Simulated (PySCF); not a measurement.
# Chlorine: a sound run and one with changed settings

Sound run: Cl [Ne] 3s2 3p5, Cl⁺ [Ne] 3s2 3p4. Calculation: PySCF 2.14, in cc-pVTZ-DK; the spin-free X2C one-electron Hamiltonian (Gaussian nucleus). The sound run starts from symmetry-adapted Hartree-Fock orbitals and uses a fine grid where one is needed.

A second run was set up differently.

| species | method | sound run (hartree) | changed run (hartree) | converged |
| --- | --- | --- | --- | --- |
| Cl | UHF | -460.89424 | -460.89424 | yes |
| Cl | LDA | -460.05887 | -460.06159 | yes |
| Cl | MN15 | -461.64700 | -462.22010 | yes |
| Cl⁺ | UHF | -460.46221 | -460.46221 | yes |
| Cl⁺ | LDA | -459.57431 | -459.56255 | yes |
| Cl⁺ | MN15 | -461.16811 | -461.74337 | yes |

Ionisation energy of Cl:

```
method  sound run (eV)  changed run (eV)
   UHF          11.756            11.756
   LDA          13.185            13.580
  MN15          13.031            12.972
```

Problem. What was changed?
A. radial grid too coarse
B. basis contracted for another Hamiltonian
C. level shift left on
D. too few SCF iterations

Solution. A. It used radial step 0.8 in ln r (0.13 in the sound run). A coarse radial grid mis-integrates the density and the exchange-correlation energy, with errors of either sign; Hartree-Fock needs no grid.
